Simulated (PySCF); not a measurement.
## diphosphorus: removing and adding an electron

Parent: diphosphorus, `P#P` (P2). Atom numbers as in the mapped SMILES `[P:1]#[P:2]`.

Energies: ωB97X-D3(BJ)/ma-def2-TZVP (PySCF, density fitting, integration grid level 2) on PBE0-D3(BJ)/ma-def2-SVP structures. Zero-point and thermal terms (298.15 K, 1 bar) come from unscaled PBE0-D3(BJ)/ma-def2-SVP harmonic frequencies, with soft modes damped to free rotors in the entropy.

Frontier levels of the parent: HOMO -10.33 eV, LUMO -0.67 eV.

Oxidation to the radical cation:
| Item | Value |
| --- | --- |
| Vertical ionisation energy (electronic) | 10.45 eV |
| Adiabatic ionisation energy (with zero-point energy) | 10.41 eV |
| Adiabatic, electronic part | 10.42 eV |
| Vertical gap at the product's structure | 10.19 eV |
| Inner reorganisation energy (four-point) | 260 meV |
| Relaxation of product / of parent | 28 / 232 meV |
| ⟨S²⟩ of the product | 0.752 |
| Largest spin populations | P1 0.50, P2 0.50 |
| Largest changes of atomic charge | P2 0.50, P1 0.50 |
| Distances that move most (Å) | P1–P2 1.894 → 1.980 |

Reduction to the radical anion:
- Vertical electron affinity (electronic): 0.67 eV
- Adiabatic electron affinity (with zero-point energy): 0.72 eV
- Adiabatic, electronic part: 0.71 eV
- Vertical gap at the product's structure: 0.95 eV
- Inner reorganisation energy (four-point): 278 meV
- Relaxation of product / of parent: 36 / 242 meV
- ⟨S²⟩ of the product: 0.758
- Largest spin populations: P1 0.50, P2 0.50
- Largest changes of atomic charge: P2 -0.50, P1 -0.50
- Distances that move most (Å): P1–P2 1.894 → 1.982

Measured values (NIST Chemistry WebBook, evaluated or the median of agreeing entries): vertical ionisation energy 10.73 eV (computed 10.45, difference -0.28); adiabatic ionisation energy 10.53 eV (computed 10.41, difference -0.12); adiabatic electron affinity 0.59 eV (computed 0.72, difference 0.13).

Known limits: the split of the reorganisation energy is sensitive to the structures, which come from another level (PBE0-D3(BJ)/ma-def2-SVP).
